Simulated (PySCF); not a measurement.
C4H4N2, SMILES c1cnccn1. The structure is a stationary point at PBE0-D3(BJ)/def2-SVP.

Computed equilibrium geometry at PBE0-D3(BJ)/def2-SVP (PySCF confirms it by a frequency run) as Cartesian coordinates in Å, and its point group:
point group D2h.
```xyz
10

C      0.0000    -1.1297    -0.6983
C      0.0000    -1.1297     0.6983
N      0.0000     0.0000     1.3991
C      0.0000     1.1297     0.6983
C      0.0000     1.1297    -0.6983
N      0.0000     0.0000    -1.3991
H      0.0000    -2.0717    -1.2583
H      0.0000    -2.0717     1.2583
H      0.0000     2.0717     1.2583
H      0.0000     2.0717    -1.2583
```
